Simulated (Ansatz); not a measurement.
## Two structures, one formula

Two relaxed structures of Al$_{2}$H$_{2}$Cl, doublet (PBE0-D4/def2-TZVP; forces vanish, vibrations not checked).

A:

```xyz
5
angstrom
Al -0.7415 0.9216 -0.6789
Al 1.2721 0.7503 0.9268
Cl 3.3305 0.4489 0.5490
H -1.6734 -0.3602 -0.8190
H -1.3027 2.3771 -0.9913
```

B:

Al1  (-1.319, -0.351, -1.028)
Al2  (0.782, -0.110, 0.405)
Cl3  (1.828, 1.710, 0.125)
H4  (-2.845, -0.001, -0.697)
H5  (1.554, -1.248, 1.195)
(Å)

Program: Ansatz 0.2.0. Basis: def2-TZVPP. Cores are frozen in the correlated methods; orbitals are unrestricted. B3LYP uses VWN-RPA correlation.

Problem. Which structure is lower at CCSD(T), and by how much? (An estimate is asked for; the value comes from the calculation.)

Solution. Computed: A, by 0.034 eV (electronic energy, against the other); a gap this small isn't resolved in one triple-zeta basis. By their contacts, A is Al₂H₂Cl ([AlH2][Al][Cl]) and B is Al₂H₂Cl ([AlH][AlH][Cl]).

All methods give the same order:

| method | E(B) − E(A) (eV) |
| --- | --- |
| PBE-D4 | 0.094 |
| r2SCAN-D4 | 0.063 |
| PBE0-D4 | 0.059 |
| B3LYP-D4 | 0.078 |
| wB97M-V | 0.065 |
| HF | 0.001 |
| MP2 | 0.013 |
| CCSD | 0.025 |
| CCSD(T) | 0.034 |

No T1 diagnostic of these runs exceeds 0.022. ⟨S²⟩ of the unrestricted Hartree–Fock references: 0.79 to 0.81 (a pure state has 0.75). The unrestricted reference is spin-contaminated, which hurts MP2 most.

Labels in which every atom is bracketed show which atoms are joined, not bond orders.

For scale, one of the runs: CCSD(T)/def2-TZVPP, 154 basis functions, launched by `ansatz run in.yaml --threads 2 --pin off --events-out ev --progress --plain --max-ram 4352MiB`. Hardware: 2 CPU threads of an Arm Neoverse V2, shared host. Wall time 38 s; peak host memory 2 GiB.
